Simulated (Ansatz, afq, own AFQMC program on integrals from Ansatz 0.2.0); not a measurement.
## AlGeH₂, doublet → AlGeH$_{2}$⁺, triplet

```xyz
4

Ge   -0.0108    0.0000    0.6644
Al   -0.0327    0.0000   -1.7631
H     0.8273   -1.0534   -0.3408
H     0.8273    1.0534   -0.3408
```

Connectivity, by distances: Ge–Al, 2 bridging H.

E(triplet, charge +1) − E(doublet, charge +0) at this geometry, on UHF and UHF determinants.

Basis cc-pVDZ. Only valence electrons are correlated. Integrals, coupled cluster, full CI and functionals: Ansatz 0.2.0; the random walks run on the same integrals in our own AFQMC program. ph-AFQMC/CISD is guided by a CISD state made of CCSD amplitudes; releasing the constraint for a short imaginary time cuts its bias at the price of noise, slowly where states lie close. ± is one standard error of the sampling. No spin–orbit coupling. The errors of all members are added in quadrature.

No full CI on the walks' own integrals is used here; CCSDT(Q) serves as the reference and is uncertain by about the last step of the cluster series. Each member takes its own surest rung, up to full CI.

Errors are counted within cc-pVDZ, not against nature.

Cautions: inner d shell frozen; no relativity below Rb; no spin-orbit coupling; AlGeH₂ (doublet): unrestricted determinant slightly spin contaminated (⟨S²⟩ 0.85 against 0.75); AlGeH₂⁺ (triplet): another spin lies lower, strong correlation (T1 0.050, weight of the determinant 0.85, largest double 0.06), its ph-AFQMC/CISD value lies 22 ± 9 meV above CCSDT(Q); this isn't the first ionization.

Reference (CCSDT(Q)): 834.7 kJ/mol.

```
         level  vertical ionization energy (kJ/mol)  error against CCSDT(Q) (kJ/mol)
            HF                                758.7                            -76.0
           MP2                                820.0                            -14.7
          CCSD                                833.5                             -1.2
       CCSD(T)                                835.1                              0.5
         CCSDT                                834.6                             -0.1
 ph-AFQMC/CISD                          835.8 ± 1.3                        1.1 ± 1.3
released AFQMC                          834.9 ± 1.8                        0.2 ± 1.8
```

Correlation beyond CCSD(T) takes off 0.5 kJ/mol. The perturbative (T) step is worth +1.7 kJ/mol. Where the cautions show a poor determinant, the low rows tell how each method copes with it, not its usual error.

A walk keeps the symmetry of its determinant, which the program's search chose and which needn't be the lowest solution, so a lower state of the same spin and another symmetry isn't excluded. Released energies are given only where the last usable release times agree within the noise; a slower fall can still hide under it.
